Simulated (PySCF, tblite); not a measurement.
Isomers of [C5H9O]- (charge -1), one GFN2-xTB conformer each. Single-point energies are computed at PBE0/pcSseg-1 (PySCF, gas phase, no added dispersion term), electronic only.

**Question.** Rank them by PBE0/pcSseg-1 energy, lowest first (kJ/mol).
A. `[CH2:1]=[CH:2][CH2:3][C@H:4]([CH3:5])[O-:6]` (charge -1) with C1–C2–C3–C4 106°, C2–C3–C4–C5 -61°
B. `[O-:1][CH2:2][CH:3]1[CH2:4][CH2:5][CH2:6]1` (charge -1) with O1–C2–C3–C4 -50°, C2–C3–C4–C5 131°, C3–C4–C5–C6 -14°, C4–C5–C6–C3 14°, C2–C3–C6–C5 -131°

**Answer.** A (0.0), B (11.1).

As drawn, the higher has a four-membered ring, which the lower lacks. Neighbours under 21 kJ/mol apart (C=CC[C@H](C)[O-] and [O-]CC1CCC1) can change places with a better method, another conformer or zero-point energy. GFN2-xTB itself gives, in the same order: 23.7, 0.0. GFN2-xTB puts [O-]CC1CCC1 lowest instead.

**Question.** What happens when harmonic zero-point energies from GFN2-xTB frequencies are added?

**Answer.** 
```json
{"SMILES": "C=CC[C@H](C)[O-]", "ZPE (kJ/mol)": "324.0", "electronic (kJ/mol)": "0.0", "with ZPE (kJ/mol)": "0.0"}
{"SMILES": "[O-]CC1CCC1", "ZPE (kJ/mol)": "328.4", "electronic (kJ/mol)": "11.1", "with ZPE (kJ/mol)": "15.5"}
```

The zero-point energies span 4.4 kJ/mol. The order is unchanged.
